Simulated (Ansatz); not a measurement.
# C₂HFO (SMILES O=C=CF): functionals against CCSD(T) at one geometry

The task here is to estimate one member of a computed series from the others.

Method: single points in def2-TZVPP; program: Ansatz 0.2.0, Gaussian basis.

Correlated methods freeze the cores.

1 further run of the same task is left out (it didn't finish).

## The starting structure

SMILES `O=C=CF`, 5 atoms, charge 0, spin multiplicity 1.

Atoms are counted from 1 here; the program's logs count them from 0.

Bond lengths: O1–C2 1.147 Å, C2–C3 1.318 Å, C3–F4 1.317 Å, C3–H5 1.096 Å. Angles: O1–C2–C3 173.7°, C2–C3–F4 122.8°, C2–C3–H5 120.4°, F4–C3–H5 116.8°.

Geometry (Å):

```xyz
5
C2HFO
O     0.6468   -1.2992    1.3275
C     0.2232   -0.5587    0.5601
C    -0.1323    0.3543   -0.3220
F    -1.1126    0.1706   -1.1816
H     0.4099    1.3049   -0.3867
```

The first run:

File run/in.yaml:

```yaml
crystal:
  periodic: [false, false, false]
  atoms:
    - {symbol: O, position_ang: [0.646835, -1.299246, 1.327456]}
    - {symbol: C, position_ang: [0.223240, -0.558687, 0.560081]}
    - {symbol: C, position_ang: [-0.132349, 0.354298, -0.322011]}
    - {symbol: F, position_ang: [-1.112626, 0.170552, -1.181624]}
    - {symbol: H, position_ang: [0.409910, 1.304852, -0.386748]}
basis:
  gaussian: {orbitals: def2-TZVPP}
hamiltonian: {xc: pbe, dispersion: d4}
output: {forces: true}
```

Run with:

```
> ansatz run in.yaml --threads 2 --pin off --events-out ev --progress --plain --max-ram 3481MiB
```

Among the steps run: PBE-D4/def2-TZVPP; r2SCAN-D4/def2-TZVPP; PBE0-D4/def2-TZVPP; wB97M-V/def2-TZVPP; CCSD(T)/def2-TZVPP.

One table of the session follows, with a row left open; its other results are not shown here.

| method | RMS force component (eV/Å) | angle to CCSD(T) forces (°) | dipole (D) |
| --- | --- | --- | --- |
| PBE-D4 | ? | ? | ? |
| r2SCAN-D4 | 0.914 | 9.3 | 1.09 |
| PBE0-D4 | 0.720 | 12.6 | 1.13 |
| wB97M-V | 0.839 | 16.0 | 1.12 |
| CCSD(T) | 1.048 | reference | 1.11 |

Q: Estimate the row for PBE-D4 from the others.

The run gave: RMS force component (eV/Å): 1.161; angle to CCSD(T) forces (°): 9.7; dipole (D): 1.05. In the column «RMS force component (eV/Å)» it is the highest.

Limits of these values: The reference is not at the basis limit: in triple zeta CCSD(T) underbinds, which counts against methods that bind more; the gaps are no ranking.
